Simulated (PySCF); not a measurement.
# Worked example for 1-chloro-2-fluoroethene: homolysis of bond F1–C2

Structure: `F/C=C/Cl` (C2H2ClF). Non-hydrogen atoms are numbered in `[F:1]/[CH:2]=[CH:3]/[Cl:4]`.

These are calculated values, M06-2X/def2-TZVP in PySCF (grid level 3) at geometries from PBE0-D3(BJ)/def2-SVP. Thermal corrections: PBE0-D3(BJ)/def2-SVP frequencies, unscaled, ideal gas at 298.15 K and 1 bar, quasi-RRHO entropy.

Step: `F/C=C/Cl` → F• + `[CH]=CCl`.

```tsv
species	charge	multiplicity	E / Eh
F/C=C/Cl	0	1	-637.423428
F•	0	2	-99.733693
[CH]=CCl	0	2	-537.491035
```

Thermal terms, products less reactant: Δ(H − E) = -12.52 kJ/mol, Δ(G − E) = -55.91 kJ/mol. 1 Eh = 2625.50 kJ/mol.

Q: What are ΔE, ΔH and ΔG of this step?

A: ΔE = 0.198700 Eh = 521.69 kJ/mol; ΔH = 509.2 kJ/mol; ΔG = 465.8 kJ/mol, all in the gas phase at 298.15 K and 1 bar. The digits show the arithmetic; the method itself can be off by 10 kJ/mol or more.

Note: spin-orbit coupling is left out of the energies, which matters for open shells on the heavier atoms.
